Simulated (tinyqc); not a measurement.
G0W0 on RHF in the sto-6g basis, for BH2+, spin multiplicity 1, step by step (part 1 of 2). Computed by tinyqc, a small Python program that keeps every step (integrals from PySCF). Settings: charge = 1, multiplicity = 1, basis = sto-6g, method = RHF, energy threshold = 1e-10, iteration cap = 55, orthogonalisation = symmetric, start = Wolfsberg-Helmholz matrix, DIIS depth = 6. Command: `OMP_NUM_THREADS=1 python tinyqc.py 23987 23988 out.jsonl` (the two numbers bound the seeds that draw the settings). One thread of a shared host (Intel(R) Xeon(R) Processor @ 2.60GHz), about 0.1 s of CPU time with the checks. The early iterations of the SCF are left out here.

## One-electron integrals

Geometry (angstrom):
```
atom         x          y         z
B     0.000000   0.000000  0.000000
H     0.000000   1.339000  0.449000
H     0.000000  -1.403000  0.471000
```

Basis sto-6g: exponents (1/bohr^2) and contraction coefficients of normalised primitives:
```
element  l (shell)    exponent  coefficient
B            s (1)  506.011147     0.009164
B            s (1)   92.776814     0.049362
B            s (1)   25.955658     0.168538
B            s (1)    8.916445     0.370563
B            s (1)    3.462507     0.416492
B            s (1)    1.426054     0.130334
B            s (2)   23.194575    -0.013253
B            s (2)    4.590810    -0.046992
B            s (2)    1.426819    -0.033785
B            s (2)    0.548948     0.250242
B            s (2)    0.238410     0.595117
B            s (2)    0.109280     0.240706
B            p (3)   23.194575     0.003760
B            p (3)    4.590810     0.037679
B            p (3)    1.426819     0.173897
B            p (3)    0.548948     0.418036
B            p (3)    0.238410     0.425859
B            p (3)    0.109280     0.101708
H            s (1)   35.523221     0.009164
H            s (1)    6.513144     0.049361
H            s (1)    1.822143     0.168538
H            s (1)    0.625955     0.370563
H            s (1)    0.243077     0.416492
H            s (1)    0.100112     0.130334
```

Overlap, kinetic and nuclear-attraction integrals over the contracted functions; the nuclear repulsion is the sum of Za Zb / Rab.

nuclear repulsion = 3.85429683 hartree

overlap S:
```
           1B 1s     1B 2s    1B 2px     1B 2py    1B 2pz     2H 1s      3H 1s
1B 1s   1.000000  0.264891  0.000000   0.000000  0.000000  0.041796   0.035832
1B 2s   0.264891  1.000000  0.000000   0.000000  0.000000  0.368495   0.338830
1B 2px  0.000000  0.000000  1.000000   0.000000  0.000000  0.000000   0.000000
1B 2py  0.000000  0.000000  0.000000   1.000000  0.000000  0.386255  -0.361832
1B 2pz  0.000000  0.000000  0.000000   0.000000  1.000000  0.129521   0.121470
2H 1s   0.041796  0.368495  0.000000   0.386255  0.129521  1.000000   0.034332
3H 1s   0.035832  0.338830  0.000000  -0.361832  0.121470  0.034332   1.000000
```

kinetic energy T (hartree):
```
            1B 1s      1B 2s    1B 2px     1B 2py    1B 2pz      2H 1s      3H 1s
1B 1s   10.947243  -0.333880  0.000000   0.000000  0.000000  -0.010917  -0.010200
1B 2s   -0.333880   0.374498  0.000000   0.000000  0.000000   0.041939   0.031471
1B 2px   0.000000   0.000000  1.125026   0.000000  0.000000   0.000000   0.000000
1B 2py   0.000000   0.000000  0.000000   1.125026  0.000000   0.130508  -0.109132
1B 2pz   0.000000   0.000000  0.000000   0.000000  1.125026   0.043762   0.036636
2H 1s   -0.010917   0.041939  0.000000   0.130508  0.043762   0.768522  -0.007846
3H 1s   -0.010200   0.031471  0.000000  -0.109132  0.036636  -0.007846   0.768522
```

nuclear attraction V (hartree):
```
             1B 1s      1B 2s     1B 2px     1B 2py     1B 2pz      2H 1s      3H 1s
1B 1s   -24.123984  -2.938159   0.000000  -0.001177  -0.008430  -0.509649  -0.435888
1B 2s    -2.938159  -4.472842   0.000000  -0.008843  -0.076657  -1.374603  -1.236670
1B 2px    0.000000   0.000000  -4.417694   0.000000   0.000000   0.000000   0.000000
1B 2py   -0.001177  -0.008843   0.000000  -4.565930  -0.002565  -1.364115   1.246670
1B 2pz   -0.008430  -0.076657   0.000000  -0.002565  -4.434380  -0.466838  -0.427348
2H 1s    -0.509649  -1.374603   0.000000  -1.364115  -0.466838  -3.295246  -0.125449
3H 1s    -0.435888  -1.236670   0.000000   1.246670  -0.427348  -0.125449  -3.212594
```

core Hamiltonian H = T + V (hartree):
```
             1B 1s      1B 2s     1B 2px     1B 2py     1B 2pz      2H 1s      3H 1s
1B 1s   -13.176740  -3.272039   0.000000  -0.001177  -0.008430  -0.520566  -0.446087
1B 2s    -3.272039  -4.098344   0.000000  -0.008843  -0.076657  -1.332665  -1.205198
1B 2px    0.000000   0.000000  -3.292667   0.000000   0.000000   0.000000   0.000000
1B 2py   -0.001177  -0.008843   0.000000  -3.440904  -0.002565  -1.233607   1.137538
1B 2pz   -0.008430  -0.076657   0.000000  -0.002565  -3.309353  -0.423076  -0.390711
2H 1s    -0.520566  -1.332665   0.000000  -1.233607  -0.423076  -2.526724  -0.133295
3H 1s    -0.446087  -1.205198   0.000000   1.137538  -0.390711  -0.133295  -2.444071
```

## Two-electron integrals

Functions are numbered as in S; the eight-fold symmetry (ij|kl) = (ji|kl) = (kl|ij) leaves the list below.

Two-electron integrals (ij|kl) in chemists' order, unique and non-zero (hartree):
```
(11|11) 2.924993    (21|11) 0.480756    (21|21) 0.099484    (22|11) 0.743449
(22|21) 0.188967    (22|22) 0.544922    (31|31) 0.021096    (32|31) 0.030854
(32|32) 0.120443    (33|11) 0.743450    (33|21) 0.188967    (33|22) 0.544922
(33|33) 0.587109    (41|41) 0.021096    (42|41) 0.030854    (42|42) 0.120443
(43|43) 0.031641    (44|11) 0.743450    (44|21) 0.188967    (44|22) 0.544922
(44|33) 0.523827    (44|44) 0.587109    (51|51) 0.021096    (52|51) 0.030854
(52|52) 0.120443    (53|53) 0.031641    (54|54) 0.031641    (55|11) 0.743450
(55|21) 0.188967    (55|22) 0.544922    (55|33) 0.523827    (55|44) 0.523827
(55|55) 0.587109    (61|11) 0.078341    (61|21) 0.015717    (61|22) 0.029648
(61|33) 0.029487    (61|41) 0.001172    (61|42) 0.002249    (61|44) 0.029921
(61|51) 0.000393    (61|52) 0.000754    (61|54) 0.000145    (61|55) 0.029536
(61|61) 0.002576    (62|11) 0.203179    (62|21) 0.052622    (62|22) 0.168861
(62|33) 0.163927    (62|41) 0.005825    (62|42) 0.035396    (62|44) 0.177232
(62|51) 0.001953    (62|52) 0.011869    (62|54) 0.004462    (62|55) 0.165423
(62|61) 0.008854    (62|62) 0.075323    (63|31) 0.005274    (63|32) 0.024523
(63|43) 0.006475    (63|53) 0.002171    (63|63) 0.007813    (64|11) 0.188107
(64|21) 0.049368    (64|22) 0.166612    (64|33) 0.157962    (64|41) 0.009886
(64|42) 0.055995    (64|44) 0.182599    (64|51) 0.001546    (64|52) 0.010553
(64|54) 0.006090    (64|55) 0.159276    (64|61) 0.008697    (64|62) 0.086699
(64|64) 0.105555    (65|11) 0.063077    (65|21) 0.016554    (65|22) 0.055869
(65|33) 0.052969    (65|41) 0.001546    (65|42) 0.010553    (65|44) 0.056888
(65|51) 0.005793    (65|52) 0.028062    (65|54) 0.007789    (65|55) 0.057752
(65|61) 0.002916    (65|62) 0.029072    (65|64) 0.032775    (65|65) 0.018804
(66|11) 0.372291    (66|21) 0.098388    (66|22) 0.357161    (66|33) 0.336768
(66|41) 0.012409    (66|42) 0.101471    (66|44) 0.391763    (66|51) 0.004161
(66|52) 0.034026    (66|54) 0.018441    (66|55) 0.342952    (66|61) 0.016879
(66|62) 0.209851    (66|64) 0.261547    (66|65) 0.087703    (66|66) 0.774999
(71|11) 0.067047    (71|21) 0.013458    (71|22) 0.025407    (71|33) 0.025270
(71|41) -0.001004   (71|42) -0.001933   (71|44) 0.025640    (71|51) 0.000337
(71|52) 0.000649    (71|54) -0.000124   (71|55) 0.025312    (71|61) 0.002084
(71|62) 0.006752    (71|64) 0.006068    (71|65) 0.002235    (71|66) 0.012545
(71|71) 0.001889    (72|11) 0.182303    (72|21) 0.047264    (72|22) 0.152665
(72|33) 0.148144    (72|41) -0.005217   (72|42) -0.032263   (72|44) 0.160332
(72|51) 0.001751    (72|52) 0.010831    (72|54) -0.004092   (72|55) 0.149517
(72|61) 0.007078    (72|62) 0.040725    (72|64) 0.035879    (72|65) 0.015376
(72|66) 0.084172    (72|71) 0.006819    (72|72) 0.062961    (73|31) 0.004614
(73|32) 0.021742    (73|43) -0.005825   (73|53) 0.001956    (73|63) 0.003575
(73|73) 0.006326    (74|11) -0.171862   (74|21) -0.045131   (74|22) -0.153197
(74|33) -0.145311   (74|41) 0.008794    (74|42) 0.050790    (74|44) -0.167751
(74|51) -0.001403   (74|52) -0.009752   (74|54) 0.005577    (74|55) -0.146527
(74|61) -0.006491   (74|62) -0.036725   (74|64) -0.029916   (74|65) -0.013648
(74|66) -0.074484   (74|71) -0.006802   (74|72) -0.073586   (74|74) 0.090579
(75|11) 0.057696    (75|21) 0.015151    (75|22) 0.051429    (75|33) 0.048782
(75|41) -0.001403   (75|42) -0.009752   (75|44) 0.052404    (75|51) 0.005085
(75|52) 0.025016    (75|54) -0.007041   (75|55) 0.053102    (75|61) 0.002382
(75|62) 0.015580    (75|64) 0.013534    (75|65) 0.009334    (75|66) 0.033332
(75|71) 0.002284    (75|72) 0.024703    (75|74) -0.028284   (75|75) 0.015821
(76|11) 0.018920    (76|21) 0.004876    (76|22) 0.015572    (76|33) 0.015224
(76|41) -0.000009   (76|42) -0.000072   (76|44) 0.015892    (76|51) 0.000325
(76|52) 0.001930    (76|54) -0.000013   (76|55) 0.015598    (76|61) 0.000777
(76|62) 0.005460    (76|64) 0.005578    (76|65) 0.002306    (76|66) 0.013268
(76|71) 0.000667    (76|72) 0.005043    (76|74) -0.005275   (76|75) 0.002158
(76|76) 0.000519    (77|11) 0.355828    (77|21) 0.094088    (77|22) 0.343937
(77|33) 0.324787    (77|41) -0.011438   (77|42) -0.095973   (77|44) 0.376416
(77|51) 0.003840    (77|52) 0.032219    (77|54) -0.017332   (77|55) 0.330606
(77|61) 0.014027    (77|62) 0.090083    (77|64) 0.078099    (77|65) 0.035143
(77|66) 0.192940    (77|71) 0.013803    (77|72) 0.189715    (77|74) -0.239604
(77|75) 0.080437    (77|76) 0.013268    (77|77) 0.774999
```

## Orthogonalisation

S = U s U^T; symmetric (Loewdin) form X = U s^(-1/2) U^T, so that X^T S X = 1.

eigenvalues of S: 0.431362  0.468285  0.899878  1.000000  1.063815  1.508875  1.627785

X:
```
            1B 1s      1B 2s    1B 2px     1B 2py     1B 2pz      2H 1s      3H 1s
1B 1s    1.029762  -0.153211  0.000000  -0.001000  -0.005007   0.021922   0.020741
1B 2s   -0.153211   1.150492  0.000000   0.012318   0.042263  -0.229812  -0.202870
1B 2px   0.000000   0.000000  1.000000   0.000000   0.000000   0.000000   0.000000
1B 2py  -0.001000   0.012318  0.000000   1.138583   0.003822  -0.249026   0.226275
1B 2pz  -0.005007   0.042263  0.000000   0.003822   1.014555  -0.078810  -0.070952
2H 1s    0.021922  -0.229812  0.000000  -0.249026  -0.078810   1.148710  -0.024458
3H 1s    0.020741  -0.202870  0.000000   0.226275  -0.070952  -0.024458   1.123384
```

## Iteration 9 (converged): orbitals

converged F (hartree):
```
            1B 1s      1B 2s     1B 2px     1B 2py     1B 2pz      2H 1s      3H 1s
1B 1s   -8.009310  -2.227361   0.000000  -0.000611   0.006180  -0.356016  -0.305469
1B 2s   -2.227361  -1.349204   0.000000  -0.008031  -0.059878  -0.568192  -0.523483
1B 2px   0.000000   0.000000  -0.147615   0.000000   0.000000   0.000000   0.000000
1B 2py  -0.000611  -0.008031   0.000000  -0.554747  -0.005123  -0.464774   0.440136
1B 2pz   0.006180  -0.059878   0.000000  -0.005123  -0.167134  -0.124703  -0.115331
2H 1s   -0.356016  -0.568192   0.000000  -0.464774  -0.124703  -0.584235  -0.048722
3H 1s   -0.305469  -0.523483   0.000000   0.440136  -0.115331  -0.048722  -0.551829
```

Diagonalise F' = X^T F X, C = X C', fill 3 alpha and 3 beta electrons from the bottom; D = 2 C_occ C_occ^T. Each column has its largest component positive (the first on a tie).

F' = X^T F X (hartree):
```
           1          2          3          4          5          6          7
1  -7.844642  -1.096253   0.000000  -0.000931   0.002446  -0.019382  -0.007037
2  -1.096253  -0.747668   0.000000   0.008920   0.006777  -0.324735  -0.298115
3   0.000000   0.000000  -0.147615   0.000000   0.000000   0.000000   0.000000
4  -0.000931   0.008920   0.000000  -0.287673   0.000669  -0.366906   0.344825
5   0.002446   0.006777   0.000000   0.000669  -0.142889  -0.095341  -0.086441
6  -0.019382  -0.324735   0.000000  -0.366906  -0.095341  -0.290013  -0.032125
7  -0.007037  -0.298115   0.000000   0.344825  -0.086441  -0.032125  -0.298447
```

orbital energies (hartree): MO1 -8.011062, MO2 -0.912698, MO3 -0.777632, MO4 -0.195014, MO5 -0.147615, MO6 0.053663, MO7 0.231411

coefficients C:
```
              MO1        MO2        MO3        MO4       MO5        MO6        MO7
1B 1s    0.995435  -0.230219   0.016577   0.112491  0.000000  -0.165579  -0.024135
1B 2s    0.017570   0.734481  -0.062536  -0.483658  0.000000   0.804488   0.134927
1B 2px   0.000000   0.000000   0.000000   0.000000  1.000000   0.000000   0.000000
1B 2py   0.000257   0.036413   0.579592   0.006729  0.000000  -0.107384   1.030012
1B 2pz  -0.000047   0.065564  -0.000891   0.832007  0.000000   0.584422   0.065645
2H 1s   -0.002808   0.323577   0.381209   0.265823  0.000000  -0.625384  -0.854315
3H 1s   -0.002528   0.267332  -0.422040   0.287878  0.000000  -0.782511   0.644689
```

D after iteration 9:
```
            1B 1s      1B 2s    1B 2px     1B 2py     1B 2pz      2H 1s      3H 1s
1B 1s    2.088333  -0.305276  0.000000   0.002963  -0.030311  -0.141939  -0.142115
1B 2s   -0.305276   1.087363  0.000000  -0.018993   0.096421   0.427545   0.445397
1B 2px   0.000000   0.000000  0.000000   0.000000   0.000000   0.000000   0.000000
1B 2py   0.002963  -0.018993  0.000000   0.674506   0.003742   0.465454  -0.469755
1B 2pz  -0.030311   0.096421  0.000000   0.003742   0.008599   0.041751   0.035807
2H 1s   -0.141939   0.427545  0.000000   0.465454   0.041751   0.500060  -0.148752
3H 1s   -0.142115   0.445397  0.000000  -0.469755   0.035807  -0.148752   0.499182
```

## Convergence

Stop when the energy changes by less than 1e-10 hartree and every element of the error matrix X^T (F D S - S D F) X is below 3e-06.

Course of the cycle:
```
iteration   E (hartree)     change  largest element of the error matrix
1          -25.26067908          -                             2.81e-01
2          -25.33839412  -7.77e-02                             5.21e-02
3          -25.34737863  -8.98e-03                             1.50e-02
4          -25.34821948  -8.41e-04                             7.99e-04
5          -25.34822333  -3.85e-06                             4.38e-04
6          -25.34822406  -7.27e-07                             6.46e-05
7          -25.34822407  -1.80e-08                             7.06e-06
8          -25.34822407  -1.48e-10                             7.42e-07
9          -25.34822407  -1.37e-12                             3.59e-08
```

PySCF RHF in the same basis = -25.34822407 hartree

Converged in 9 iterations.
